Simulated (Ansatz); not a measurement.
A made-up structure of CH6Si2, singlet:

```csv
atom,x (Å),y (Å),z (Å)
Si1,-0.8126,0.8982,-1.2149
C2,0.2939,0.6860,0.0597
Si3,0.5309,-0.9217,0.9195
H4,-1.6567,-0.2090,-1.7108
H5,-1.0218,2.1816,-1.9227
H6,0.8851,1.5418,0.3769
H7,1.9314,-1.4165,0.7980
H8,-0.3784,-1.9366,0.3189
H9,0.4365,0.3737,1.0626
```

It is relaxed with PBE-D4/def2-SVP and then PBE0-D4/def2-TZVP (Ansatz 0.2.0). Atoms count as bonded within 1.22 times the sum of their covalent radii (H–H: 0.88 Å). The end point is not checked to be a true minimum.

Task: Does its bonding change? (A judgement: the text doesn't fix the answer.)

Result: By the calculation: Yes. Formed: none; broken: C2–H9.

Where it ends: The first stage lowers the energy by 4.62 eV in 16 steps. It ends as CH₆Si₂ ([SiH2][CH][SiH3]):
Si1  (-0.786, 0.950, -1.420)
C2  (0.355, 0.804, -0.166)
Si3  (0.539, -0.721, 0.846)
H4  (-1.704, -0.153, -1.774)
H5  (-0.953, 2.166, -2.247)
H6  (1.001, 1.653, 0.044)
H7  (1.906, -1.302, 0.732)
H8  (-0.444, -1.738, 0.379)
H9  (0.294, -0.461, 2.293)
(Å)

Labels in which every atom is bracketed show which atoms are joined, not bond orders.

For scale, one of the runs: PBE0-D4/def2-TZVP relaxation, 141 basis functions, launched by `ansatz run in.yaml --threads 2 --pin off --events-out ev --progress --plain --max-ram 4352MiB`. Hardware: 2 CPU threads of an Arm Neoverse N1, shared host. Wall time about 33 s.
